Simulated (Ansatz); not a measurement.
# CHClF, SMILES F[CH]Cl: harmonic frequencies at the relaxed geometry

Run with the Python package of Ansatz (0.2.0).

Script `freq.py`:
```python
"""Vibrations and zero-point energy of CHClF."""

import argparse
import itertools

import ansatz as az
from ase import Atoms
from ase.data import atomic_numbers, covalent_radii
from ase.thermochemistry import IdealGasThermo
import numpy as np

parser = argparse.ArgumentParser(description="Vibrations and zero-point energy of CHClF.")
parser.add_argument("--basis-set", required=True, help="Gaussian basis set")
parser.add_argument("--functional", required=True, help="exchange-correlation functional")
parser.add_argument("--dispersion", required=True, help="dispersion correction")
args = parser.parse_args()

geometry_ang = [
    ("F", (-1.2748, -0.1443, -0.306)),
    ("C", (-0.0806, 0.135, 0.1248)),
    ("Cl", (0.9986, -1.1057, 0.4569)),
    ("H", (0.4123, 1.0547, -0.2959)),
]
system = az.Crystal.molecule()
for symbol, xyz in geometry_ang:
    system = system.atom(symbol, xyz)

calc = (
    system.calculation()
    .basis(gaussian=args.basis_set)
    .functional(args.functional, dispersion=args.dispersion)
    .spin("collinear", total=1)
)
symbols = [site.symbol for site in system.cartesian_sites]
start = np.array([site.position_ang for site in system.cartesian_sites], dtype=float)
data = calc.relax(force_tolerance=0.003, max_steps=100).run().report
end = np.array(data["positions_ang"])

# pairs closer than 1.2 times the sum of covalent radii, before or after
radius = [covalent_radii[atomic_numbers[s]] for s in symbols]
span = lambda where, i, j: np.linalg.norm(where[i] - where[j])
bonded = [(i, j) for i, j in itertools.combinations(range(len(symbols)), 2) if min(span(start, i, j), span(end, i, j)) < 1.2 * (radius[i] + radius[j])]
print("pair        before    after (A)")
for i, j in bonded:
    print(f"{symbols[i]}{i}-{symbols[j]}{j}".ljust(10), f"{span(start, i, j):8.4f} {span(end, i, j):8.4f}")

# frequencies need a stationary point, so they are taken at the relaxed geometry
minimum = az.Crystal.molecule()
for symbol, place in zip(symbols, end):
    minimum = minimum.atom(symbol, place.tolist())
vibrating = (
    minimum.calculation()
    .basis(gaussian=args.basis_set)
    .functional(args.functional, dispersion=args.dispersion)
    .spin("collinear", total=1)
    .phonons(temperatures=(100, 500, 100))
)
vib = vibrating.run().report["vibrations"]
sums = vib["harmonic_sums"]
modes = [m["omega_inv_cm"] for m in sums["modes_at_gamma"] if m["rigid_motion"] == "no"]
for number, w in enumerate(modes, start=1):
    print(f"mode {number:2d} {w:9.1f} 1/cm {w / 8065.544 * 1000:8.2f} meV")
print("imaginary modes:", sum(w < 0 for w in modes), " zero-point energy:", round(sums["zero_point_energy_ev"], 4), "eV")
# rigid rotor and ideal gas, symmetry number taken as one
gas = IdealGasThermo(vib_energies=[w / 8065.544 for w in modes if w > 0], geometry="linear" if len(modes) == 3 * len(symbols) - 5 else "nonlinear",
                     atoms=Atoms(symbols, positions=end), symmetrynumber=1, spin=0.5)
print(f"H(298 K) - E = {gas.get_enthalpy(298.15, verbose=False):.4f} eV")
print(f"S(298 K, 1 bar) = {96485.33 * gas.get_entropy(298.15, 1e5, verbose=False):.1f} J/(mol K) with symmetry number 1")
```

```console
$ python freq.py --basis-set def2-SVP --functional b3lyp --dispersion d4
pair        before    after (A)
F0-C1        1.2999   1.3263
C1-Cl2       1.6776   1.7239
C1-H3        1.1251   1.0969
mode  1     406.4 1/cm    50.38 meV
mode  2     711.8 1/cm    88.25 meV
mode  3     838.2 1/cm   103.92 meV
mode  4    1206.7 1/cm   149.61 meV
mode  5    1305.3 1/cm   161.84 meV
mode  6    3163.3 1/cm   392.20 meV
imaginary modes: 0  zero-point energy: 0.4731 eV
H(298 K) - E = 0.5897 eV
S(298 K, 1 bar) = 268.4 J/(mol K) with symmetry number 1
```

The settings weren't tested for convergence. The frequencies are harmonic and unscaled, in a modest basis. The run takes the species as open-shell (spin multiplicity 2), which needn't be its ground state. The entropy takes a symmetry number of 1; a symmetric molecule's is lower by R ln(sigma). Run time: 41 s on 1 thread of Arm Neoverse V1, with other jobs on the host, peak memory 0.25 GiB.
